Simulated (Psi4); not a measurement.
# C2H4Si (ethynylsilane) at OMP2/6-311+G(d,p) (density fitting for correlation)

What is the vertical singlet–triplet gap of C2H4Si (ethynylsilane) at OMP2/6-311+G** (density fitting for correlation)? 

The calculation is run with Psi4 1.11.

1 further run of the same task is left out (set aside as unsound or not needed).

### Step 1. The system as given

The species is C2H4Si (7 atoms), meant as a singlet with charge 0. As SMILES, `C#C[SiH3]`. Geometry: relaxed at PBE0-D4/def2-TZVP.

Bond lengths: C1–C2 1.206 Å, C2–Si3 1.823 Å, C1–H4 1.066 Å, Si3–H5 1.483 Å, Si3–H6 1.483 Å, Si3–H7 1.483 Å. Angles: C1–C2–Si3 180.0°, C2–C1–H4 180.0°, C2–Si3–H5 109.3°, C2–Si3–H6 109.3°, C2–Si3–H7 109.3°, H5–Si3–H6 109.6°, H5–Si3–H7 109.6°, H6–Si3–H7 109.6°.

### Step 2. The energy at OMP2/6-311+G(d,p) (density fitting for correlation)

c2h4si.xyz

```xyz
7
C2H4Si
C     -0.580700    -1.871400     0.172200
C     -0.218500    -0.726500     0.062400
Si     0.329800     1.004300    -0.103800
H     -0.901000    -2.883500     0.269300
H     -0.094500     1.528300    -1.425000
H     -0.281700     1.818100     0.974900
H      1.807900     1.062900     0.004400
```

c2h4si_ase.py

```python
import numpy as np
from ase.calculators.psi4 import Psi4
from ase.io import read

a = read('c2h4si.xyz')
calc = Psi4(atoms=a, method='omp2', basis='6-311+G**', memory='1600MB', num_threads=1, charge=0, multiplicity=1, label='c2h4si')
calc.psi4.set_options({'puream': True, 'e_convergence': 1e-09, 'd_convergence': 1e-08, 'scf_type': 'pk', 'num_frozen_docc': 7})
a.calc = calc

print(f'energy: {a.get_potential_energy():.6f} eV')
```

Command:

```bash
$ python c2h4si_ase.py
```

c2h4si.dat:

```text
[...]
  Running in c1 symmetry.
[...]
  Nuclear repulsion =   83.047890735857266
[...]
  Multiplicity = 1
[...]
  Nalpha       = 15
  Nbeta        = 15
[...]
    Number of basis functions: 98
[...]
   @RHF iter   1:  -366.87691668524661   -9.65018e-01   3.71745e-03 DIIS/ADIIS
[...]
   @RHF iter  10:  -366.96076446838680   -2.12026e-11   4.70017e-09 DIIS
[...]
    Orbital Energies [Eh]
    ---------------------
    Doubly Occupied:
       1A    -68.795126     2A    -11.247274     3A    -11.224825
       4A     -6.141122     5A     -4.248674     6A     -4.247993
       7A     -4.247992     8A     -1.031970     9A     -0.783908
      10A     -0.716044    11A     -0.559952    12A     -0.500848
      13A     -0.500826    14A     -0.405054    15A     -0.405051
[...]
  @RHF Final Energy:  -366.96076446838680
   => Energetics <=
    Nuclear Repulsion Energy =             83.0478907358572656
    One-Electron Energy =                -669.9039893796375509
    Two-Electron Energy =                 219.8953341753935717
    Total Energy =                       -366.9607644683867420
[...]
 Multipole Moments:
 ------------------------------------------------------------------------------------
     Multipole            Electronic (a.u.)      Nuclear  (a.u.)        Total (a.u.)
 ------------------------------------------------------------------------------------
 L = 1.  Multiply by 2.5417464519 to convert [e a0] to [Debye]
 Dipole X            :         -0.5429941            0.4931733           -0.0498207
 Dipole Y            :         -1.7140898            1.5559807           -0.1581091
 Dipole Z            :          0.1649158           -0.1496803            0.0152354
 Magnitude           :                                                    0.1664714
[...]
	Warning: cc_lambda option is changed to TRUE
	For this residual convergence, default PCG convergence is:     1.00e-07
[...]
	DF-MP2 Total Energy (a.u.)         :  -367.33097545254367
[...]
	DF-MP2 Total Energy (a.u.)         :  -367.33661544612858
[...]
	DF-OMP2 Total Energy (a.u.)        :  -367.33661544612289
[...]
```

Standard output:

```text
energy: -9995.738444 eV
```

Run time: 23 s. Hardware: 1 thread of AMD EPYC 7R43 (Zen 3), shared host; peak memory 0.37 GiB.

### Step 3. The triplet at the same level

calc.dat

```
memory 1600 mb

molecule {
  0 3
  C     -0.580700    -1.871400     0.172200
  C     -0.218500    -0.726500     0.062400
  Si     0.329800     1.004300    -0.103800
  H     -0.901000    -2.883500     0.269300
  H     -0.094500     1.528300    -1.425000
  H     -0.281700     1.818100     0.974900
  H      1.807900     1.062900     0.004400
  symmetry c1
  no_reorient
  no_com
}

set basis 6-311+G**
set reference uhf
set puream true
set e_convergence 1e-09
set d_convergence 1e-08
set scf_type pk
set num_frozen_docc 7
set maxiter 100

E, wfn = energy("omp2", return_wfn=True)
print_variables()
```

Command:

```bash
$ psi4 calc.dat calc.out -n 1
```

calc.out:

```text
[...]
  Running in c1 symmetry.
[...]
  Nuclear repulsion =   83.047890735857266
[...]
  Multiplicity = 3
[...]
  Nalpha       = 16
  Nbeta        = 14
[...]
    Number of basis functions: 98
[...]
   @UHF iter   1:  -366.49698442628176   -5.85090e-01   5.23765e-03 DIIS/ADIIS
[...]
   @UHF iter  20:  -366.79660135522766   -1.41540e-11   7.34296e-09 DIIS
[...]
   @S^2 Observed:                2.017868337E+00
[...]
    Orbital Energies [Eh]
    ---------------------
    Alpha Occupied:
       1A    -68.788832     2A    -11.261846     3A    -11.248852
       4A     -6.133374     5A     -4.240898     6A     -4.240540
       7A     -4.240370     8A     -1.111313     9A     -0.809155
      10A     -0.727034    11A     -0.581003    12A     -0.577136
      13A     -0.502037    14A     -0.486018    15A     -0.438859
      16A     -0.225140
    Alpha Virtual:
      17A      0.050147    18A      0.068729    19A      0.080212
      20A      0.080648    21A      0.081341    22A      0.103025
      23A      0.130149    24A      0.144525    25A      0.165819
[...]
  @UHF Final Energy:  -366.79660135522766
   => Energetics <=
    Nuclear Repulsion Energy =             83.0478907358572656
    One-Electron Energy =                -669.5623527106804431
    Two-Electron Energy =                 219.7178606195955979
    Total Energy =                       -366.7966013552276081
  UHF NO Occupations:
  HONO-2 :   14  A 1.9953758
  HONO-1 :   15  A 1.0000000
[...]
 Multipole Moments:
 ------------------------------------------------------------------------------------
     Multipole            Electronic (a.u.)      Nuclear  (a.u.)        Total (a.u.)
 ------------------------------------------------------------------------------------
 L = 1.  Multiply by 2.5417464519 to convert [e a0] to [Debye]
 Dipole X            :         -0.7641877            0.6665064           -0.0976812
 Dipole Y            :         -0.2814195           -0.0026456           -0.2840651
 Dipole Z            :          0.4624324           -0.4195192            0.0429132
 Magnitude           :                                                    0.3034405
[...]
	Warning: cc_lambda option is changed to TRUE
	For this residual convergence, default PCG convergence is:     1.00e-07
[...]
	DF-SCS-MP2 Total Energy (a.u.)     :  -367.11812499235043
	DF-SOS-MP2 Total Energy (a.u.)     :  -367.12093997498215
[...]
	DF-SCS-OMP2 Total Energy (a.u.)    :  -367.12199498592770
	DF-SOS-OMP2 Total Energy (a.u.)    :  -367.09882520331882
	DF-SCS(N)-OMP2 Total Energy (a.u.) :  -366.91362725731790
[...]
	DF-OMP2 Total Energy (a.u.)        :  -367.11707881809821
[...]
```

It took 53 s on 1 thread of AMD EPYC 7R43 (Zen 3), shared host; peak memory 0.36 GiB.

### Step 4. Outcome

Level: OMP2/6-311+G** (density fitting for correlation), 7 core orbitals frozen.

```
                                                           quantity          value
                                              singlet: total energy  -367.33662 Eh
                       singlet: HOMO energy (Hartree–Fock orbitals)      -11.02 eV
                       singlet: LUMO energy (Hartree–Fock orbitals)        1.40 eV
                     singlet: HOMO–LUMO gap (Hartree–Fock orbitals)       12.42 eV
               singlet: correlation energy (7 core orbitals frozen)     -375.9 mEh
                                              triplet: total energy  -367.11708 Eh
triplet: HOMO energy (Hartree–Fock orbitals) (highest over α and β)       -6.13 eV
 triplet: LUMO energy (Hartree–Fock orbitals) (lowest over α and β)        0.00 eV
               triplet: correlation energy (7 core orbitals frozen)     -320.5 mEh
                         triplet: ⟨S²⟩ of the reference determinant          2.018
                   vertical energy of the triplet above the singlet       5.974 eV
```

In words: At this shape the triplet lies 5.97 eV (138 kcal/mol) above the singlet.
